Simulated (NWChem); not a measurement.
# CH₃O cation; SMILES C=[OH+]

```xyz
5

C     -0.0085     0.6221     0.0000
O     -0.1175    -0.6266     0.0000
H     -0.9634     1.1894     0.0000
H      0.9811     1.1312     0.0000
H      0.7396    -1.1363     0.0000
```
Atoms are numbered in this order, from 1.

Results from NWChem. Geometry optimised at PBE-D3(BJ)/def2-SVP; all other runs use it. Pople sets run with spherical d functions. Vzz has the sign of the potential's second derivative.

| quantity | level | value |
|---|---|---|
| highest occupied level (eV) | PW91/def2-SVP | … |
| cavity-dispersion-structure term (kcal/mol) in ethanol | M05-2X/def2-SVP, SMD | … |
| Vzz O2 (a.u.) | CAM-B3LYP/def2-SVP | -1.162 |
| charge (e), Mulliken O2 | Hartree-Fock/6-31G* | -0.48 |
| first 1s excitation (eV), C K edge, unshifted | B3LYP/6-311G**, TDA | 275.1 |
| isotropic polarisability (bohr³) at 589 nm | B3LYP/aug-cc-pVDZ | … |
| highest harmonic frequency (cm⁻¹) | PBE-D3(BJ)/def2-SVP | 3456 |

**Question.** Fill in the missing entries.

**Answer.** 
- highest occupied level (eV), value: -16.80
- cavity-dispersion-structure term (kcal/mol) in ethanol, value: 2.6
- isotropic polarisability (bohr³) at 589 nm, value: 14.4
